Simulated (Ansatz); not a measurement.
Li₃⁻, 3 atoms. Hardware: 4 threads of Arm Neoverse V2 on a shared host.

Correlated methods freeze no core orbitals; core or outer-core shells of Li are correlated, in sets that lack core-valence functions.

**Question.** How many basis functions does each of these Ansatz runs have, and roughly what does it cost? r2SCAN/def2-TZVPD, charge -1 singlet, relaxation, 15 steps; CCSD(T)/def2-TZVPPD, charge -1 quintet, energy, from earlier orbitals; ωB97X-V/def2-TZVPD, charge -1 singlet, energy, from earlier orbitals; CCSD(T)/def2-TZVPPD, charge -1 triplet, energy, from earlier orbitals; ωB97X-V/def2-TZVPD, charge -1 quintet, energy, from earlier orbitals; LC-ωPBE/def2-TZVPD, charge -1 triplet, energy, from earlier orbitals; BLYP/def2-TZVPD, charge -1 quintet, energy, from earlier orbitals; CCSD(T)/def2-TZVPPD, charge -1 singlet, energy, from earlier orbitals; ωB97X-V/def2-TZVPD, charge -1 triplet, energy, from earlier orbitals; HF/STO-3G, charge -1 quintet, energy; ωB97M-V/def2-TZVPD, charge -1 singlet, energy, from earlier orbitals; PBE0/def2-SVP, charge -1 unrestricted singlet, energy with a search over starts.

**Answer.** Other jobs shared the machine, so times can vary by a factor of up to 3. A dash marks memory too small to be measured apart from the calling script's.

| run | functions | fitting or Cholesky vectors | wall time | peak host memory (GiB) |
| --- | --- | --- | --- | --- |
| HF/STO-3G, charge -1 quintet, energy | 15 | 176 | 0.05 s | – |
| CCSD(T)/def2-TZVPPD, charge -1 singlet, energy, from earlier orbitals | 66 | 546 | 0.45 s | – |
| CCSD(T)/def2-TZVPPD, charge -1 quintet, energy, from earlier orbitals | 66 | 546 | 0.6 s | – |
| LC-ωPBE/def2-TZVPD, charge -1 triplet, energy, from earlier orbitals | 51 | 495 | 0.75 s | – |
| ωB97X-V/def2-TZVPD, charge -1 singlet, energy, from earlier orbitals | 51 | 495 | 0.8 s | – |
| CCSD(T)/def2-TZVPPD, charge -1 triplet, energy, from earlier orbitals | 66 | 546 | 0.8 s | – |
| ωB97M-V/def2-TZVPD, charge -1 singlet, energy, from earlier orbitals | 51 | 495 | 0.85 s | – |
| PBE0/def2-SVP, charge -1 unrestricted singlet, energy with a search over starts | 27 | 387 | 0.85 s | – |
| BLYP/def2-TZVPD, charge -1 quintet, energy, from earlier orbitals | 51 | 495 | 1.8 s | – |
| ωB97X-V/def2-TZVPD, charge -1 triplet, energy, from earlier orbitals | 51 | 495 | 1.8 s | – |
| ωB97X-V/def2-TZVPD, charge -1 quintet, energy, from earlier orbitals | 51 | 495 | 3.3 s | – |
| r2SCAN/def2-TZVPD, charge -1 singlet, relaxation, 15 steps | 51 | 495 | 6.5 s | – |
